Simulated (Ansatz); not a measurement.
PF3⁻, relaxed as a doublet with UKS r2SCAN-D4/def2-TZVPD in Ansatz, starting from the r2SCAN-D4/def2-TZVP geometry of the neutral singlet. Force threshold 0.02 eV/Å.

The highest occupied level of the relaxed charge -1 doublet lies above zero (up to 0.92 eV). By energy differences it is unbound by 0.32 eV (each at its own geometry, against the charge 0 singlet, at PBE0-D4/def2-TZVPD) and held by the finite basis.

Start:

Cartesian coordinates in Å:
```
P 0.163 -0.354 -0.439
F 0.479 -0.759 1.051
F -1.362 -0.005 -0.238
F 0.721 1.119 -0.374
```

```
         step  energy (eV)  largest force component (eV/Å)  SCF passes
            1  -17441.1382                           4.450         113
            2  -17441.3962                           3.394          38
            3  -17441.5715                           1.823          27
            4  -17441.6138                           0.708          30
            5  -17441.6958                           0.074          23
 6 (rejected)  -17441.6929                           0.190          24
            7  -17441.6967                           0.042          28
            8  -17441.6969                           0.015          18
            9  -17441.6969                           0.023          18
           10  -17441.6973                           0.050          25
           11  -17441.6988                           0.092          31
           12  -17441.7023                           0.254          32
           13  -17441.7057                           1.224          33
           14  -17441.7542                           0.621          31
           15  -17441.7637                           0.376          24
           16  -17441.7705                           0.073          27
           17  -17441.7705                           0.073          18
18 (rejected)  -17441.7692                           0.449          29
           19  -17441.7740                           0.131          27
           20  -17441.7841                           0.317          25
           21  -17441.8263                           0.846          27
           22  -17441.9403                           1.592          27
           23  -17442.0837                           1.182          27
24 (rejected)  -17442.0536                           1.302          26
           25  -17442.1590                           0.431          28
           26  -17442.1828                           0.232          27
           27  -17442.1857                           0.185          23
           28  -17442.1865                           0.004          25
```

Force components are those of the run's own axes.

End:

```xyz
4

P    -0.064    0.183   -0.429
F     0.160   -0.453    1.070
F    -1.715   -0.499   -0.340
F     1.620    0.769   -0.301
```

By distances, no bond broke or formed. The bond that changes most is P1–F3, from 1.58 to 1.79 Å (atoms count from 1).

The force fell under the threshold at step 8, but the optimiser went on and released 0.490 eV more. No frequencies were taken in this run, so the end may be a saddle point.

Hardware: 2 threads of Intel Xeon 6975P-C on a shared host. Wall time 90 s.
